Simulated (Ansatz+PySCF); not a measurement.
The numbers below are computed, except where a source is named.
## PySCF 2.14.0 run

```python
from pyscf import gto, scf, cc

mol = gto.M(atom="""
O 0.000000 0.000000 0.000000
S 0.543400 0.724540 1.568670
""", basis='sto-3g', charge=0, spin=0)
mf = scf.RHF(mol)
mf.kernel()
mycc = cc.CCSD(mf, frozen=6).run()
et = mycc.ccsd_t()
print(mf.e_tot, mycc.e_corr, et, mycc.e_tot + et)
```

The script is written out from the run's settings.

Output:

```
Converged                       : yes
Reference energy                : -466.82017 hartree
CCSD correlation energy         : -0.19192 hartree
Triples correction              : -0.00260 hartree
Total energy                    : -467.01469 hartree
Spin squared of the determinant : 0.000
```

Caution: large amplitudes, a single reference is doubtful; another spin multiplicity may lie lower; an unrestricted determinant lies well below.
